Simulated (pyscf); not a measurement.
Single points on ωB97X-D3(BJ)/def2-SVP structures (PySCF, gas phase).

Question: Estimate the classical barrier height and the reaction energy of HO–GeH₂–Cl (SMILES [OH][GeH2][Cl]) + H• (SMILES [H]) → HO–GeH•–Cl (SMILES [OH][GeH][Cl]) + H₂ (SMILES [H][H]) at ωB97M-D3(BJ)/def2-TZVP. The step runs on the doublet surface, breaks Ge–H and forms H–H; take the separated reactants as zero.

Answer: ΔE‡ = 14.5 kJ/mol, ΔE = -95.0 kJ/mol. Zero-point energy shifts the barrier by -2.6 kJ/mol. It is a hydrogen abstraction, with an imaginary mode of 838i cm⁻¹. One saddle was located; it need not be the lowest between these sides. The angle at the transferred H is 177°. Elements up to Kr have no core potential and no relativistic terms here.
